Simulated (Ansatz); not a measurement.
**BH3Cl (doublet): wave-function methods side by side at distance Cl1–H2 along a hydrogen transfer = 1.369 Å, cc-pVDZ**

How much of the correlation energy of BH3Cl (doublet) does each wave-function method recover here?

Computed with Ansatz 0.2.0, Gaussian basis. Level: cc-pVDZ, correlated electrons: outside noble gas.

To be run: UHF; CCSD(T) on ROHF; CCSD(T) on UHF; BCCD(T) on ROHF; CISD; CCSDT(Q) on ROHF; CCSDT(Q) on UHF; CASSCF and MRCISD+Q, 3 electrons in 3 orbitals; CASSCF and NEVPT2, 3 electrons in 3 orbitals.

## 1. The geometry

The geometry derives from fragments relaxed apart (PBE0/def2-TZVP) and kept rigid, so it is no stationary point. A hydrogen atom is moved between rigid fragments.

5 atoms, charge 0, spin multiplicity 2.

Atoms are counted from 1 here; the program's logs count them from 0.

Bond lengths: Cl1–H2 1.369 Å, H2–B3 1.394 Å, B3–H4 1.191 Å, B3–H5 1.191 Å. Angles: Cl1–H2–B3 180.0°, H2–B3–H4 115.3°, H2–B3–H5 115.3°, H4–B3–H5 129.4°.

Coordinates:

```
Cl   -0.7679    0.0000    0.0000
H     0.6011    0.0000    0.0000
B     1.9951    0.0000    0.0000
H     2.5042    0.0000    1.0770
H     2.5042    0.0000   -1.0770
```

In the tables R marks a restricted open-shell determinant and U an unrestricted one; 'pair' is the active space of 3 electrons in 3 orbitals; correlation energies count from the lowest restricted Hartree-Fock solution.

## 2. UHF

Input file in.yaml:

```yaml
crystal:
  periodic: [false, false, false]
  atoms:
    - {symbol: Cl, position_ang: [-0.767873, 0.000000, 0.000000]}
    - {symbol: H, position_ang: [0.601127, 0.000000, 0.000000]}
    - {symbol: B, position_ang: [1.995127, 0.000000, 0.000000]}
    - {symbol: H, position_ang: [2.504200, 0.000000, 1.077008]}
    - {symbol: H, position_ang: [2.504201, 0.000000, -1.077008]}
basis:
  gaussian: {orbitals: cc-pVDZ}
magnetization: {spin_polarized: true, initial_magnetization: 1}
hamiltonian: {xc: hf}
output: {orbitals: {seedname: orbitals}}
```

On the command line:

```
$ ansatz run in.yaml --threads 1 --pin off --events-out ev --progress --plain --max-ram 2393MiB
```

Further steps of the session: CCSD(T) on ROHF; CCSD(T) on UHF; BCCD(T) on ROHF; CISD; CCSDT(Q) on ROHF; CCSDT(Q) on UHF; CASSCF and MRCISD+Q, 3 electrons in 3 orbitals; CASSCF and NEVPT2, 3 electrons in 3 orbitals.

Before running them: what should the planned runs give, taken together? Wanted: correlation energy, UCCSDT(Q); RMP2 from UCCSDT(Q); UMP2 from UCCSDT(Q); RCCSD from UCCSDT(Q); RCCSD(T) from UCCSDT(Q); UCCSD(T) from UCCSDT(Q); RCCSDT(Q) from UCCSDT(Q); NEVPT2 pair from UCCSDT(Q); MRCISD+Q pair from UCCSDT(Q).

The runs gave:

```
                         quantity                                                   value
    correlation energy, UCCSDT(Q)                                              -7.4166 eV
              RMP2 from UCCSDT(Q)                                           +105.3 kJ/mol
              UMP2 from UCCSDT(Q)                                           +109.6 kJ/mol
             RCCSD from UCCSDT(Q)                                            +16.2 kJ/mol
          RCCSD(T) from UCCSDT(Q)                                             +2.9 kJ/mol
          UCCSD(T) from UCCSDT(Q)                                             +3.0 kJ/mol
         RCCSDT(Q) from UCCSDT(Q)                                              0.0 kJ/mol
       NEVPT2 pair from UCCSDT(Q)                                           +107.6 kJ/mol
     MRCISD+Q pair from UCCSDT(Q)                                             +4.7 kJ/mol
levels within 1 kcal/mol (43 meV)  RCCSD(T), UCCSD(T), BCCD(T), RCCSDT, UCCSDT, RCCSDT(Q)
                    T1 diagnostic                                                   0.017
```

RCCSD(T) misses by +2.9 kJ/mol, 0.4 % of the correlation energy. Of the multireference levels listed MRCISD+Q pair comes nearest (+4.7 kJ/mol). These misses are within one basis and frozen core, not against nature; frozen cores of the runs differ by up to some meV.
